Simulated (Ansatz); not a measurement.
# SiH₅O₂+ (SMILES O[SiH2][OH2+]): functionals against CCSD(T) at one geometry

An exercise on one series of results from a longer session: the logs are not shown, and one member is left open.

The runs use Ansatz 0.2.0, Gaussian basis; single points in def2-TZVPP.

Cores are frozen in the correlated methods.

## The system as given

8 atoms, charge 1, spin multiplicity 1.

Atoms are counted from 1 here; the program's logs count them from 0.

Bond lengths: O1–Si2 1.635 Å, Si2–O3 1.857 Å, Si2–H5 1.500 Å, Si2–H6 1.282 Å, O3–H8 0.869 Å. Angles: O1–Si2–O3 91.2°, O1–Si2–H5 126.6°, O1–Si2–H6 115.8°, O3–Si2–H5 110.7°, O3–Si2–H6 93.2°, H5–Si2–H6 111.0°, Si2–O3–H8 132.1°.

As a file:

```xyz
8
H5O2Si
O    -1.0634   -0.0928   -0.8948
Si   -0.0376    0.7623    0.0490
O     0.8113   -0.7938    0.6033
H    -2.1591    0.2953   -1.4554
H     0.9644    1.7786   -0.4119
H    -0.4617    1.0375    1.2275
H     1.7895   -1.1553   -0.2396
H     0.5088   -1.5285    0.9558
```

The first run:

Contents of run/in.yaml:

```yaml
crystal:
  periodic: [false, false, false]
  atoms:
    - {symbol: O, position_ang: [-1.063400, -0.092800, -0.894800]}
    - {symbol: Si, position_ang: [-0.037600, 0.762300, 0.049000]}
    - {symbol: O, position_ang: [0.811300, -0.793800, 0.603300]}
    - {symbol: H, position_ang: [-2.159100, 0.295300, -1.455400]}
    - {symbol: H, position_ang: [0.964400, 1.778600, -0.411900]}
    - {symbol: H, position_ang: [-0.461700, 1.037500, 1.227500]}
    - {symbol: H, position_ang: [1.789500, -1.155300, -0.239600]}
    - {symbol: H, position_ang: [0.508800, -1.528500, 0.955800]}
basis:
  gaussian: {orbitals: def2-TZVPP}
total_charge: 1
correlation: {method: ccsd_t}
output: {forces: true}
```

No record of the launch command was kept for these runs.

Steps of the session up to this table: CCSD(T)/def2-TZVPP; PBE0-D4/def2-TZVPP; wB97M-V/def2-TZVPP; r2SCAN-D4/def2-TZVPP; PBE-D4/def2-TZVPP; BHLYP-D4/def2-TZVPP; BLYP-D4/def2-TZVPP.

One table of the session follows, with a row left open; its other results are not shown here.

```
   method  RMS force component (eV/Å)  angle to CCSD(T) forces (°)
  CCSD(T)                       3.799                    reference
  PBE0-D4                       3.835                          1.4
  wB97M-V                           ?                            ?
r2SCAN-D4                       3.782                          1.2
   PBE-D4                       3.778                          3.1
 BHLYP-D4                       3.840                          3.9
  BLYP-D4                       3.717                          3.5
```

**Question.** Estimate the row for wB97M-V.

The run gave: RMS force component (eV/Å): 3.800; angle to CCSD(T) forces (°): 1.0. In the column «RMS force component (eV/Å)» it lies between CCSD(T) (3.799) and PBE0-D4 (3.835).
